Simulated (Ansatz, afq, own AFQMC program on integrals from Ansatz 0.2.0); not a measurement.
CuCl, singlet: AFQMC among the cluster methods

```xyz
2

Cu    0.0000    0.0000    0.0000
Cl    0.0000    0.0000    2.1406
```

Basis def2-TZVP. Noble-gas cores (and the filled d shells of Ga–Kr and In–Xe) are frozen. AFQMC by an in-house program on the Cholesky factors that Ansatz 0.2.0 writes for its CCSD(T) run. ph-AFQMC/CISD is guided by a CISD state made of CCSD amplitudes; releasing the constraint for a short imaginary time cuts its bias at the price of noise, slowly where states lie close. ± is one standard error of the sampling. The metal's outer-core s and p shells are frozen, which shifts wave-function levels against functionals.

Determinant: RHF, the one that the program's search chose, which needn't be the lowest solution. The geometry is a PBE0/def2-TZVP stationary point of this or a neighbouring charge and spin state.

No full CI on the walks' own integrals is used here; CCSDT(Q) serves as the reference and is uncertain by about the last step of the cluster series.

Cautions: no relativity below Rb; outer-core shells of the metal frozen; the released energies get too noisy after the second time (errors over twice the walk's own, or jumping), so no released level is given (meV from the phaseless value at times in 1/Eh: -13 ± 8 at 0.24, -15 ± 12 at 0.50, -22 ± 22 at 1.00).

- T1 diagnostic: 0.0262
- weight of the determinant in the CISD state: 0.853
- size of the correlated space: 18 electrons in 68 orbitals

```
  level  correlation energy (eV)
    MP2                 -16.3985
   CCSD                 -15.3440
CCSD(T)                 -15.8941
```

(1) Estimate where phaseless AFQMC with a CISD trial lies against CCSD(T) on the same integrals.

(1) 3.3 ± 0.7 kJ/mol below CCSD(T).

Reference: CCSDT(Q), correlation energy -15.912 eV.

```csv
level,E − E(reference) (kJ/mol),share of correlation (%)
CCSD(T),1.8,99.88
CCSDT,1.4,99.91
ph-AFQMC/CISD,-1.6 ± 0.7,100.10
```

A walk keeps the symmetry of its determinant, which the program's search chose and which needn't be the lowest solution, so a lower state of the same spin and another symmetry isn't excluded.
